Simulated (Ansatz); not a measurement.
# AlCl2: the cost of one run

The runs use Ansatz 0.2.0, Gaussian basis; def2-QZVPP, core rule «outside noble gas», up to 15 orbitals frozen.

To be run: UHF; ROHF; CCSD(T) on UHF.

5 further runs of the same task are left out: 1 that didn't finish, 4 set aside as unsound or not needed.

### 1 The geometry

The geometry is a PBE0/def2-TZVP stationary point (not a proven minimum).

3 atoms, charge 0, spin multiplicity 2.

Atoms are counted from 1 here; the program's logs count them from 0.

Bond lengths: Al1–Cl2 2.103 Å, Al1–Cl3 2.103 Å. Angles: Cl2–Al1–Cl3 119.0°.

### 2 UHF

Contents of in.yaml:

```yaml
crystal:
  periodic: [false, false, false]
  atoms:
    - {symbol: Al, position_ang: [0.000000, -0.773386, 0.000000]}
    - {symbol: Cl, position_ang: [0.000000, 0.294293, -1.811338]}
    - {symbol: Cl, position_ang: [0.000000, 0.294293, 1.811338]}
basis:
  gaussian: {orbitals: "def2-QZVPP.json"}
magnetization: {spin_polarized: true, initial_magnetization: 1}
hamiltonian: {xc: hf}
output: {orbitals: {seedname: orbitals}}
```

The run is started by

```console
$ ansatz run in.yaml --threads 1 --pin off --events-out ev --progress --plain --max-ram 2393MiB
```

**Question.** How long does this run take on 1 thread of Arm Neoverse V2, shared host, and how much memory does it need?

About 9 s, with a peak of 0.55 GiB.
